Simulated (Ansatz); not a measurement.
Geometry optimisation, RKS LDA/6-31G* (Ansatz 0.2.0).

The input (input.yaml):

```yaml
crystal:
  periodic: [false, false, false]
  atoms:
    - { symbol: Al, position_ang: [-0.001405, 0.248828, -0.085978] }
    - { symbol: F, position_ang: [0.005827, 0.263221, 1.594987] }
    - { symbol: H, position_ang: [1.424105, 0.327285, -0.79426] }
    - { symbol: H, position_ang: [-1.442058, 0.268683, -0.769076] }
    - { symbol: Cl, position_ang: [0.123051, -2.902918, 1.242572] }
    - { symbol: H, position_ang: [0.04928, -1.805898, 2.011955] }
basis:
  gaussian: { orbitals: "6-31G*" }
hamiltonian:
  xc: lda
relax:
  f_tol: 0.03
  max_steps: 50
```

Command:

```bash
$ ansatz run input.yaml --threads 1 --pin off --max-ram 2048MiB --backend cpu --events-out ev --progress --plain --runs-dir out
```

Q: Where does it end, and by what steps?

A: It converged. After 15 steps the energy has fallen by 0.533 eV; H6 moved furthest, 0.76 Å. Parted: Cl5–H6. Joined: Al1–Cl5, F2–H6.

```json
{"step": "0", "energy less start (eV)": "0.0000", "largest force component (eV/Å)": "0.884", "accepted": "yes"}
{"step": "1", "energy less start (eV)": "-0.1311", "largest force component (eV/Å)": "0.319", "accepted": "yes"}
{"step": "2", "energy less start (eV)": "-0.2508", "largest force component (eV/Å)": "0.612", "accepted": "yes"}
{"step": "3", "energy less start (eV)": "-0.3498", "largest force component (eV/Å)": "0.651", "accepted": "yes"}
{"step": "4", "energy less start (eV)": "-0.3834", "largest force component (eV/Å)": "0.508", "accepted": "yes"}
{"step": "5", "energy less start (eV)": "-0.4051", "largest force component (eV/Å)": "0.308", "accepted": "yes"}
{"step": "6", "energy less start (eV)": "-0.4331", "largest force component (eV/Å)": "0.193", "accepted": "yes"}
{"step": "7", "energy less start (eV)": "-0.4386", "largest force component (eV/Å)": "1.276", "accepted": "yes"}
{"step": "8", "energy less start (eV)": "-0.5034", "largest force component (eV/Å)": "0.344", "accepted": "yes"}
{"step": "9", "energy less start (eV)": "-0.5161", "largest force component (eV/Å)": "0.802", "accepted": "yes"}
{"step": "10", "energy less start (eV)": "-0.5040", "largest force component (eV/Å)": "0.619", "accepted": "no"}
{"step": "11", "energy less start (eV)": "-0.5298", "largest force component (eV/Å)": "0.146", "accepted": "yes"}
{"step": "12", "energy less start (eV)": "-0.5239", "largest force component (eV/Å)": "0.252", "accepted": "no"}
{"step": "13", "energy less start (eV)": "-0.5325", "largest force component (eV/Å)": "0.039", "accepted": "yes"}
{"step": "14", "energy less start (eV)": "-0.5326", "largest force component (eV/Å)": "0.035", "accepted": "yes"}
{"step": "15", "energy less start (eV)": "-0.5327", "largest force component (eV/Å)": "0.002", "accepted": "yes"}
```

```xyz
6
Properties=species:S:1:pos:R:3
Al 0.016 -0.331 -0.062
F 0.017 -0.019 1.827
H 1.431 0.156 -0.600
H -1.432 0.074 -0.584
Cl 0.080 -2.429 0.700
H 0.047 -1.052 1.919
```

Whether the end is a true minimum wasn't checked by a vibrational analysis.

Time of the run: 33 s on 1 thread of Arm Neoverse N1, on a shared host, peak memory 0.12 GiB.
